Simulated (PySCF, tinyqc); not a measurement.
Worked calculation (part 1 of 2): RKS/exchange-only LDA in the sto-3g basis, for BH, spin multiplicity 1. The lowest restricted solution is unstable here: a spin-polarised one lies 0.0057 hartree lower (PySCF). Computed by tinyqc, a small Python program that keeps every step (integrals from PySCF). Settings: charge = 0, multiplicity = 1, basis = sto-3g, energy threshold = 1e-10, iteration cap = 89, orthogonalisation = symmetric, start = core, DIIS depth = 6, DIIS from iteration = 3, method = RKS, functional = Slater exchange alone, grid = [30, 14]. Command: `OMP_NUM_THREADS=1 python tinyqc.py 24908 24909 out.jsonl` (the two numbers bound the seeds that draw the settings). One thread of a shared host (Intel(R) Xeon(R) Processor @ 2.60GHz), about 0.4 s of CPU time with the checks. Later iterations appear only in the table of the cycle.

## One-electron integrals

Geometry (angstrom):

| atom | x | y | z |
|---|---|---|---|
| B | 0.000000 | 0.000000 | 0.000000 |
| H | 0.000000 | 0.000000 | 1.248000 |

Basis sto-3g: exponents (1/bohr^2) and contraction coefficients of normalised primitives:

| element | l (shell) | exponent | coefficient |
|---|---|---|---|
| B | s (1) | 48.791113 | 0.154329 |
| B | s (1) | 8.887362 | 0.535328 |
| B | s (1) | 2.405267 | 0.444635 |
| B | s (2) | 2.236956 | -0.099967 |
| B | s (2) | 0.519821 | 0.399513 |
| B | s (2) | 0.169062 | 0.700115 |
| B | p (3) | 2.236956 | 0.155916 |
| B | p (3) | 0.519821 | 0.607684 |
| B | p (3) | 0.169062 | 0.391957 |
| H | s (1) | 3.425251 | 0.154329 |
| H | s (1) | 0.623914 | 0.535328 |
| H | s (1) | 0.168855 | 0.444635 |

Overlap, kinetic and nuclear-attraction integrals over the contracted functions; the nuclear repulsion is the sum of Za Zb / Rab.

nuclear repulsion = 2.12010101 hartree

overlap S:
```
           1B 1s     1B 2s    1B 2px    1B 2py    1B 2pz     2H 1s
1B 1s   1.000000  0.269328  0.000000  0.000000  0.000000  0.058266
1B 2s   0.269328  1.000000  0.000000  0.000000  0.000000  0.446345
1B 2px  0.000000  0.000000  1.000000  0.000000  0.000000  0.000000
1B 2py  0.000000  0.000000  0.000000  1.000000  0.000000  0.000000
1B 2pz  0.000000  0.000000  0.000000  0.000000  1.000000  0.467990
2H 1s   0.058266  0.446345  0.000000  0.000000  0.467990  1.000000
```

kinetic energy T (hartree):
```
            1B 1s      1B 2s    1B 2px    1B 2py    1B 2pz      2H 1s
1B 1s   10.826302  -0.047967  0.000000  0.000000  0.000000  -0.014376
1B 2s   -0.047967   0.359168  0.000000  0.000000  0.000000   0.074604
1B 2px   0.000000   0.000000  1.123881  0.000000  0.000000   0.000000
1B 2py   0.000000   0.000000  0.000000  1.123881  0.000000   0.000000
1B 2pz   0.000000   0.000000  0.000000  0.000000  1.123881   0.201490
2H 1s   -0.014376   0.074604  0.000000  0.000000  0.201490   0.760032
```

nuclear attraction V (hartree):
```
             1B 1s      1B 2s     1B 2px     1B 2py     1B 2pz      2H 1s
1B 1s   -23.571408  -3.253563   0.000000   0.000000  -0.016895  -0.709864
1B 2s    -3.253563  -4.183638   0.000000   0.000000  -0.151201  -1.657918
1B 2px    0.000000   0.000000  -4.116282   0.000000   0.000000   0.000000
1B 2py    0.000000   0.000000   0.000000  -4.116282   0.000000   0.000000
1B 2pz   -0.016895  -0.151201   0.000000   0.000000  -4.227575  -1.667333
2H 1s    -0.709864  -1.657918   0.000000   0.000000  -1.667333  -3.322321
```

core Hamiltonian H = T + V (hartree):
```
             1B 1s      1B 2s     1B 2px     1B 2py     1B 2pz      2H 1s
1B 1s   -12.745106  -3.301530   0.000000   0.000000  -0.016895  -0.724240
1B 2s    -3.301530  -3.824470   0.000000   0.000000  -0.151201  -1.583313
1B 2px    0.000000   0.000000  -2.992401   0.000000   0.000000   0.000000
1B 2py    0.000000   0.000000   0.000000  -2.992401   0.000000   0.000000
1B 2pz   -0.016895  -0.151201   0.000000   0.000000  -3.103694  -1.465843
2H 1s    -0.724240  -1.583313   0.000000   0.000000  -1.465843  -2.562289
```

## Two-electron integrals

Functions are numbered as in S; the eight-fold symmetry (ij|kl) = (ji|kl) = (kl|ij) leaves the list below.

Two-electron integrals (ij|kl) in chemists' order, unique and non-zero (hartree):
```
(11|11) 2.923513   (21|11) 0.518376   (21|21) 0.109262   (22|11) 0.744229
(22|21) 0.193177   (22|22) 0.544804   (31|31) 0.020264   (32|31) 0.029996
(32|32) 0.120346   (33|11) 0.742491   (33|21) 0.193240   (33|22) 0.544682
(33|33) 0.586773   (41|41) 0.020264   (42|41) 0.029996   (42|42) 0.120346
(43|43) 0.031630   (44|11) 0.742491   (44|21) 0.193240   (44|22) 0.544682
(44|33) 0.523513   (44|44) 0.586773   (51|51) 0.020264   (52|51) 0.029996
(52|52) 0.120346   (53|53) 0.031630   (54|54) 0.031630   (55|11) 0.742491
(55|21) 0.193240   (55|22) 0.544682   (55|33) 0.523513   (55|44) 0.523513
(55|55) 0.586773   (61|11) 0.111778   (61|21) 0.023481   (61|22) 0.041655
(61|33) 0.041451   (61|44) 0.041451   (61|51) 0.001710   (61|52) 0.003144
(61|55) 0.042087   (61|61) 0.005207   (62|11) 0.262153   (62|21) 0.069062
(62|22) 0.213337   (62|33) 0.207311   (62|44) 0.207311   (62|51) 0.007616
(62|52) 0.045771   (62|55) 0.225193   (62|61) 0.015843   (62|62) 0.113739
(63|31) 0.007019   (63|32) 0.032517   (63|53) 0.008622   (63|63) 0.012779
(64|41) 0.007019   (64|42) 0.032517   (64|54) 0.008622   (64|64) 0.012779
(65|11) 0.242590   (65|21) 0.064771   (65|22) 0.211168   (65|33) 0.199919
(65|44) 0.199919   (65|51) 0.013213   (65|52) 0.074051   (65|55) 0.233444
(65|61) 0.015608   (65|62) 0.131949   (65|65) 0.162744   (66|11) 0.418623
(66|21) 0.112356   (66|22) 0.391986   (66|33) 0.368562   (66|44) 0.368562
(66|51) 0.015333   (66|52) 0.121341   (66|55) 0.438405   (66|61) 0.026307
(66|62) 0.264682   (66|65) 0.334186   (66|66) 0.774606
```

## Orthogonalisation

S = U s U^T; symmetric (Loewdin) form X = U s^(-1/2) U^T, so that X^T S X = 1.

eigenvalues of S: 0.339258  0.796579  1.000000  1.000000  1.170363  1.693800

X:
```
            1B 1s      1B 2s    1B 2px    1B 2py     1B 2pz      2H 1s
1B 1s    1.030280  -0.153424  0.000000  0.000000  -0.012468   0.027602
1B 2s   -0.153424   1.145214  0.000000  0.000000   0.118880  -0.319823
1B 2px   0.000000   0.000000  1.000000  0.000000   0.000000   0.000000
1B 2py   0.000000   0.000000  0.000000  1.000000   0.000000   0.000000
1B 2pz  -0.012468   0.118880  0.000000  0.000000   1.121346  -0.327809
2H 1s    0.027602  -0.319823  0.000000  0.000000  -0.327809   1.233175
```

## Starting guess

The start is the orbitals of the core Hamiltonian; D = 2 C_occ C_occ^T.

D at the start:
```
            1B 1s      1B 2s    1B 2px    1B 2py     1B 2pz      2H 1s
1B 1s    2.162584  -0.613207  0.000000  0.000000  -0.033708   0.052655
1B 2s   -0.613207   2.297706  0.000000  0.000000   0.150711  -0.165632
1B 2px   0.000000   0.000000  0.000000  0.000000   0.000000   0.000000
1B 2py   0.000000   0.000000  0.000000  0.000000   0.000000   0.000000
1B 2pz  -0.033708   0.150711  0.000000  0.000000   2.160162  -0.186745
2H 1s    0.052655  -0.165632  0.000000  0.000000  -0.186745   0.026366
```

## Iteration 1: exchange-correlation on the grid

Becke grid with 30 radial and 14 angular points per atom, points of zero weight dropped. rho = sum D_ij phi_i phi_j; V_xc,ij = sum w v_xc phi_i phi_j; v_xc is d(rho eps)/d rho.

The 16 grid points with the largest w rho, of 819 (bohr, atomic units):

| x | y | z | w | rho | eps_xc | v_xc |
|---|---|---|---|---|---|---|
| 0.000000 | 0.000000 | -1.749914 | 0.852455 | 0.109799 | -0.353659 | -0.471546 |
| 0.000000 | 0.000000 | -1.439531 | 0.502013 | 0.183269 | -0.419516 | -0.559355 |
| 0.000000 | 0.000000 | -2.105613 | 1.411116 | 0.053988 | -0.279137 | -0.372183 |
| 0.000000 | 0.000000 | -1.170264 | 0.286811 | 0.263862 | -0.473708 | -0.631610 |
| 0.000000 | 0.000000 | 1.170264 | 0.242244 | 0.266285 | -0.475154 | -0.633538 |
| 0.000000 | 0.000000 | 0.938391 | 0.153235 | 0.357826 | -0.524335 | -0.699114 |
| 0.000000 | 0.000000 | -0.938391 | 0.158109 | 0.344068 | -0.517527 | -0.690036 |
| 0.831114 | -0.831114 | 0.831114 | 0.547790 | 0.098571 | -0.341167 | -0.454890 |
| 0.831114 | 0.831114 | 0.831114 | 0.547790 | 0.098571 | -0.341167 | -0.454890 |
| -0.831114 | -0.831114 | 0.831114 | 0.547790 | 0.098571 | -0.341167 | -0.454890 |
| -0.831114 | 0.831114 | 0.831114 | 0.547790 | 0.098571 | -0.341167 | -0.454890 |
| -1.010313 | 1.010313 | -1.010313 | 0.959012 | 0.054695 | -0.280350 | -0.373801 |
| -1.010313 | -1.010313 | -1.010313 | 0.959012 | 0.054695 | -0.280350 | -0.373801 |
| 1.010313 | 1.010313 | -1.010313 | 0.959012 | 0.054695 | -0.280350 | -0.373801 |
| 1.010313 | -1.010313 | -1.010313 | 0.959012 | 0.054695 | -0.280350 | -0.373801 |
| -0.831114 | 0.831114 | -0.831114 | 0.564764 | 0.092546 | -0.334070 | -0.445427 |

electrons on the grid, sum of w rho = 6.030765

E_xc = sum of w rho eps_xc = -3.90990991 hartree

V_xc (hartree):
```
            1B 1s      1B 2s     1B 2px     1B 2py     1B 2pz      2H 1s
1B 1s   -1.716921  -0.269499   0.000000   0.000000  -0.000636  -0.059135
1B 2s   -0.269499  -0.413007   0.000000   0.000000  -0.000853  -0.150880
1B 2px   0.000000   0.000000  -0.390306   0.000000   0.000000   0.000000
1B 2py   0.000000   0.000000   0.000000  -0.390306   0.000000   0.000000
1B 2pz  -0.000636  -0.000853   0.000000   0.000000  -0.450692  -0.144938
2H 1s   -0.059135  -0.150880   0.000000   0.000000  -0.144938  -0.223023
```

## Iteration 1: building the Kohn-Sham matrix

J_ij = sum D_kl (ij|kl); F = H + J + V_xc; E = tr D H + tr D J / 2 + E_xc + E_nn.

Coulomb J (hartree):
```
           1B 1s      1B 2s    1B 2px    1B 2py     1B 2pz     2H 1s
1B 1s   8.845881   1.806692  0.000000  0.000000   0.000802  0.390556
1B 2s   1.806692   3.666126  0.000000  0.000000  -0.005037  1.393841
1B 2px  0.000000   0.000000  3.621840  0.000000   0.000000  0.000000
1B 2py  0.000000   0.000000  0.000000  3.621840   0.000000  0.000000
1B 2pz  0.000802  -0.005037  0.000000  0.000000   3.741954  1.362056
2H 1s   0.390556   1.393841  0.000000  0.000000   1.362056  2.461449
```

Kohn-Sham matrix F (hartree):
```
            1B 1s      1B 2s    1B 2px    1B 2py     1B 2pz      2H 1s
1B 1s   -5.616145  -1.764337  0.000000  0.000000  -0.016730  -0.392819
1B 2s   -1.764337  -0.571352  0.000000  0.000000  -0.157091  -0.340352
1B 2px   0.000000   0.000000  0.239133  0.000000   0.000000   0.000000
1B 2py   0.000000   0.000000  0.000000  0.239133   0.000000   0.000000
1B 2pz  -0.016730  -0.157091  0.000000  0.000000   0.187568  -0.248725
2H 1s   -0.392819  -0.340352  0.000000  0.000000  -0.248725  -0.323863
```

total energy of this density = -23.63384592 hartree

## Iteration 1: diagonalisation and new density

Diagonalise F' = X^T F X, C = X C', fill 3 alpha and 3 beta electrons from the bottom; D = 2 C_occ C_occ^T. Each column has its largest component positive (the first on a tie).

F' = X^T F X (hartree):
```
           1          2         3         4          5          6
1  -5.436760  -1.027683  0.000000  0.000000  -0.022814  -0.037949
2  -1.027683  -0.104492  0.000000  0.000000  -0.022873  -0.225050
3   0.000000   0.000000  0.239133  0.000000   0.000000   0.000000
4   0.000000   0.000000  0.000000  0.239133   0.000000   0.000000
5  -0.022814  -0.022873  0.000000  0.000000   0.362090  -0.311976
6  -0.037949  -0.225050  0.000000  0.000000  -0.311976  -0.093737
```

orbital energies (hartree): MO1 -5.629244, MO2 -0.344674, MO3 0.164144, MO4 0.239133, MO5 0.239133, MO6 0.536875

coefficients C:
```
              MO1        MO2        MO3        MO4       MO5        MO6
1B 1s    0.984862  -0.140111  -0.297468   0.000000  0.000000  -0.088673
1B 2s    0.055268   0.270831   1.067388   0.000000  0.000000   0.485542
1B 2px   0.000000   0.000000   0.000000  -0.018918  0.999821   0.000000
1B 2py   0.000000   0.000000   0.000000   0.999821  0.018918   0.000000
1B 2pz   0.010632   0.200040  -0.215988   0.000000  0.000000   1.136831
2H 1s   -0.015376   0.758038  -0.515322   0.000000  0.000000  -0.943830
```

D after iteration 1:
```
            1B 1s      1B 2s    1B 2px    1B 2py     1B 2pz      2H 1s
1B 1s    2.156142  -0.602058  0.000000  0.000000   0.093384   0.063878
1B 2s   -0.602058   2.431443  0.000000  0.000000  -0.351556  -0.691196
1B 2px   0.000000   0.000000  0.000000  0.000000   0.000000   0.000000
1B 2py   0.000000   0.000000  0.000000  0.000000   0.000000   0.000000
1B 2pz   0.093384  -0.351556  0.000000  0.000000   0.173559   0.525555
2H 1s    0.063878  -0.691196  0.000000  0.000000   0.525555   1.680828
```

Within a degenerate level the vectors are fixed only up to a rotation; this is one choice.

## Iteration 2: exchange-correlation on the grid

As before.

The 16 grid points with the largest w rho, of 819 (bohr, atomic units):

| x | y | z | w | rho | eps_xc | v_xc |
|---|---|---|---|---|---|---|
| 0.000000 | 0.000000 | -1.439531 | 0.502013 | 0.089702 | -0.330612 | -0.440816 |
| 0.000000 | 0.000000 | -1.749914 | 0.852455 | 0.052655 | -0.276820 | -0.369093 |
| 0.831114 | -0.831114 | -0.831114 | 0.564764 | 0.069869 | -0.304191 | -0.405588 |
| 0.831114 | 0.831114 | -0.831114 | 0.564764 | 0.069869 | -0.304191 | -0.405588 |
| -0.831114 | -0.831114 | -0.831114 | 0.564764 | 0.069869 | -0.304191 | -0.405588 |
| -0.831114 | 0.831114 | -0.831114 | 0.564764 | 0.069869 | -0.304191 | -0.405588 |
| 1.010313 | -1.010313 | -1.010313 | 0.959012 | 0.040659 | -0.253964 | -0.338618 |
| 1.010313 | 1.010313 | -1.010313 | 0.959012 | 0.040659 | -0.253964 | -0.338618 |
| -1.010313 | -1.010313 | -1.010313 | 0.959012 | 0.040659 | -0.253964 | -0.338618 |
| -1.010313 | 1.010313 | -1.010313 | 0.959012 | 0.040659 | -0.253964 | -0.338618 |
| 0.000000 | 0.000000 | 1.439531 | 0.248654 | 0.155999 | -0.397581 | -0.530108 |
| 0.000000 | 0.000000 | -2.105613 | 1.411116 | 0.025961 | -0.218689 | -0.291585 |
| 0.000000 | 0.000000 | -1.170264 | 0.286811 | 0.127680 | -0.371900 | -0.495867 |
| -0.185108 | 0.185108 | 0.185108 | 0.009909 | 3.352851 | -1.105409 | -1.473879 |
| -0.185108 | -0.185108 | 0.185108 | 0.009909 | 3.352851 | -1.105409 | -1.473879 |
| 0.185108 | 0.185108 | 0.185108 | 0.009909 | 3.352851 | -1.105409 | -1.473879 |

electrons on the grid, sum of w rho = 5.983076

E_xc = sum of w rho eps_xc = -3.78032715 hartree

V_xc (hartree):
```
            1B 1s      1B 2s     1B 2px     1B 2py     1B 2pz      2H 1s
1B 1s   -1.700224  -0.256903   0.000000   0.000000   0.002158  -0.055737
1B 2s   -0.256903  -0.374199   0.000000   0.000000  -0.004540  -0.170794
1B 2px   0.000000   0.000000  -0.357380   0.000000   0.000000   0.000000
1B 2py   0.000000   0.000000   0.000000  -0.357380   0.000000   0.000000
1B 2pz   0.002158  -0.004540   0.000000   0.000000  -0.399574  -0.187927
2H 1s   -0.055737  -0.170794   0.000000   0.000000  -0.187927  -0.440084
```

## Iteration 2: building the Kohn-Sham matrix

As before.

Coulomb J (hartree):
```
           1B 1s     1B 2s    1B 2px    1B 2py    1B 2pz     2H 1s
1B 1s   8.228244  1.653828  0.000000  0.000000  0.012045  0.358820
1B 2s   1.653828  3.382480  0.000000  0.000000  0.139902  1.437494
1B 2px  0.000000  0.000000  3.331793  0.000000  0.000000  0.000000
1B 2py  0.000000  0.000000  0.000000  3.331793  0.000000  0.000000
1B 2pz  0.012045  0.139902  0.000000  0.000000  3.470767  1.501787
2H 1s   0.358820  1.437494  0.000000  0.000000  1.501787  3.004761
```

Kohn-Sham matrix F (hartree):
```
            1B 1s      1B 2s     1B 2px     1B 2py     1B 2pz      2H 1s
1B 1s   -6.217087  -1.904605   0.000000   0.000000  -0.002692  -0.421157
1B 2s   -1.904605  -0.816190   0.000000   0.000000  -0.015839  -0.316614
1B 2px   0.000000   0.000000  -0.017988   0.000000   0.000000   0.000000
1B 2py   0.000000   0.000000   0.000000  -0.017988   0.000000   0.000000
1B 2pz  -0.002692  -0.015839   0.000000   0.000000  -0.032501  -0.151983
2H 1s   -0.421157  -0.316614   0.000000   0.000000  -0.151983   0.002388
```

total energy of this density = -24.06679164 hartree

## Iteration 2: diagonalisation and new density

As before.

F' = X^T F X (hartree):
```
           1          2          3          4          5          6
1  -6.037550  -1.051801   0.000000   0.000000  -0.022001  -0.050201
2  -1.051801  -0.349772   0.000000   0.000000   0.083210  -0.256000
3   0.000000   0.000000  -0.017988   0.000000   0.000000   0.000000
4   0.000000   0.000000   0.000000  -0.017988   0.000000   0.000000
5  -0.022001   0.083210   0.000000   0.000000   0.081355  -0.259308
6  -0.050201  -0.256000   0.000000   0.000000  -0.259308   0.286222
```

orbital energies (hartree): MO1 -6.227212, MO2 -0.270570, MO3 -0.073416, MO4 -0.017988, MO5 -0.017988, MO6 0.551454

coefficients C:
```
              MO1        MO2        MO3        MO4       MO5        MO6
1B 1s    0.987217  -0.293210   0.094146   0.000000  0.000000   0.128456
1B 2s    0.046935   0.903081  -0.379755   0.000000  0.000000  -0.699643
1B 2px   0.000000   0.000000   0.000000   0.985132  0.171801   0.000000
1B 2py   0.000000   0.000000   0.000000  -0.171801  0.985132   0.000000
1B 2pz   0.005861   0.080194   0.791796   0.000000  0.000000  -0.863573
2H 1s   -0.011913   0.219937   0.324404   0.000000  0.000000   1.255976
```

D after iteration 2:
```
            1B 1s      1B 2s    1B 2px    1B 2py     1B 2pz      2H 1s
1B 1s    2.138866  -0.508420  0.000000  0.000000   0.113634  -0.091414
1B 2s   -0.508420   1.923944  0.000000  0.000000  -0.455983   0.149737
1B 2px   0.000000   0.000000  0.000000  0.000000   0.000000   0.000000
1B 2py   0.000000   0.000000  0.000000  0.000000   0.000000   0.000000
1B 2pz   0.113634  -0.455983  0.000000  0.000000   1.266812   0.548859
2H 1s   -0.091414   0.149737  0.000000  0.000000   0.548859   0.307505
```

Within a degenerate level the vectors are fixed only up to a rotation; this is one choice.

## Iteration 8 (converged): orbitals

converged F (hartree):
```
            1B 1s      1B 2s    1B 2px    1B 2py     1B 2pz      2H 1s
1B 1s   -6.051652  -1.864542  0.000000  0.000000  -0.013028  -0.413712
1B 2s   -1.864542  -0.742128  0.000000  0.000000  -0.084453  -0.338435
1B 2px   0.000000   0.000000  0.059570  0.000000   0.000000   0.000000
1B 2py   0.000000   0.000000  0.000000  0.059570   0.000000   0.000000
1B 2pz  -0.013028  -0.084453  0.000000  0.000000   0.034427  -0.205185
2H 1s   -0.413712  -0.338435  0.000000  0.000000  -0.205185  -0.161785
```

As before.

F' = X^T F X (hartree):
```
           1          2         3         4          5          6
1  -5.872333  -1.045087  0.000000  0.000000  -0.025531  -0.045692
2  -1.045087  -0.276215  0.000000  0.000000   0.027305  -0.238539
3   0.000000   0.000000  0.059570  0.000000   0.000000   0.000000
4   0.000000   0.000000  0.000000  0.059570   0.000000   0.000000
5  -0.025531   0.027305  0.000000  0.000000   0.171693  -0.278160
6  -0.045692  -0.238539  0.000000  0.000000  -0.278160   0.097278
```

orbital energies (hartree): MO1 -6.062471, MO2 -0.287400, MO3 -0.002263, MO4 0.059570, MO5 0.059570, MO6 0.472556

coefficients C:
```
              MO1        MO2        MO3        MO4       MO5        MO6
1B 1s    0.986656  -0.224303  -0.215881   0.000000  0.000000   0.124608
1B 2s    0.049079   0.617575   0.796731   0.000000  0.000000  -0.657940
1B 2px   0.000000   0.000000   0.000000   0.951572  0.307426   0.000000
1B 2py   0.000000   0.000000   0.000000  -0.307426  0.951572   0.000000
1B 2pz   0.008575   0.255847  -0.554845   0.000000  0.000000  -1.002886
2H 1s   -0.013405   0.468339  -0.415584   0.000000  0.000000   1.157150
```

D after iteration 8:
```
            1B 1s      1B 2s    1B 2px    1B 2py     1B 2pz      2H 1s
1B 1s    2.140813  -0.524197  0.000000  0.000000   0.141708  -0.057119
1B 2s   -0.524197   2.037177  0.000000  0.000000  -0.567273  -0.085064
1B 2px   0.000000   0.000000  0.000000  0.000000   0.000000   0.000000
1B 2py   0.000000   0.000000  0.000000  0.000000   0.000000   0.000000
1B 2pz   0.141708  -0.567273  0.000000  0.000000   0.746767   0.700585
2H 1s   -0.057119  -0.085064  0.000000  0.000000   0.700585   0.784463
```

Within a degenerate level the vectors are fixed only up to a rotation; this is one choice.

## Convergence

Stop when the energy changes by less than 1e-10 hartree and every element of the error matrix X^T (F D S - S D F) X is below 3e-06.

Course of the cycle:

| iteration | E (hartree) | change | largest element of the error matrix |
|---|---|---|---|
| 1 | -23.63384592 | - | 6.98e-01 |
| 2 | -24.06679164 | -4.33e-01 | 4.87e-01 |
| 3 | -24.14601745 | -7.92e-02 | 3.60e-01 |
| 4 | -24.18167000 | -3.57e-02 | 2.74e-01 |
| 5 | -24.22424491 | -4.26e-02 | 7.04e-03 |
| 6 | -24.22429495 | -5.00e-05 | 2.79e-04 |
| 7 | -24.22429502 | -7.95e-08 | 1.24e-05 |
| 8 | -24.22429502 | -8.02e-11 | 4.63e-07 |

PySCF RKS in the same basis, fine grid = -24.23236599 hartree

Converged in 8 iterations. The coarse grid moves the energy by +8.07e-03 hartree.
